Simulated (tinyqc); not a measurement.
Hueckel theory of the pi electrons, for the molecule C=C1C=CC=C1 (SMILES; centres numbered as the heavy atoms are written), step by step. One step of it, computed by the program tinyqc.

Problem. Energy, charges, bond orders. E = sum n x; q_r = z_r - P_rr; bond order p = P_rs; free valence = sqrt(3) - sum of p over the bonds of the atom.

x values: 2.114908  1.000000  0.618034  -0.254102  -1.618034  -1.860806

occupations: 2.000000  2.000000  2.000000  0.000000  0.000000  0.000000

charge and bond-order matrix P, lower triangle:
```
           1C         2C         3C         4C        5C        6C
1C   0.622291
2C   0.758634   1.046987
3C   0.212348   0.449096   1.092331
4C  -0.309538  -0.097190   0.777936   1.073030
5C  -0.309538  -0.097190  -0.116491   0.520243  1.073030
6C   0.212348   0.449096  -0.354882  -0.116491  0.777936  1.092331
```

Centres:

| centre | z_r, pi electrons of the neutral centre | h |
|---|---|---|
| 1C | 1 | 0.000000 |
| 2C | 1 | 0.000000 |
| 3C | 1 | 0.000000 |
| 4C | 1 | 0.000000 |
| 5C | 1 | 0.000000 |
| 6C | 1 | 0.000000 |

Bonds:

| i | j | k |
|---|---|---|
| 1 | 2 | 1 |
| 2 | 3 | 1 |
| 3 | 4 | 1 |
| 4 | 5 | 1 |
| 5 | 6 | 1 |
| 6 | 2 | 1 |

Give: pi energy = 6 alpha + this times beta; pi charges; Bond orders and lengths from R = 1.517 - 0.180 p; free valence of the carbons; gap between the highest filled and the next level.

Solution.

pi energy = 6 alpha + this times beta = 7.4659

pi charges: 1C 0.3777, 2C -0.0470, 3C -0.0923, 4C -0.0730, 5C -0.0730, 6C -0.0923

Bond orders and lengths from R = 1.517 - 0.180 p (angstrom, C-C alone):

| bond | p | R |
|---|---|---|
| 1-2 | 0.7586 | 1.3804 |
| 2-3 | 0.4491 | 1.4362 |
| 3-4 | 0.7779 | 1.3770 |
| 4-5 | 0.5202 | 1.4234 |
| 5-6 | 0.7779 | 1.3770 |
| 6-2 | 0.4491 | 1.4362 |

free valence of the carbons: 1C 0.9734, 2C 0.0752, 3C 0.5050, 4C 0.4339, 5C 0.4339, 6C 0.5050

gap between the highest filled and the next level = 0.8721 |beta|
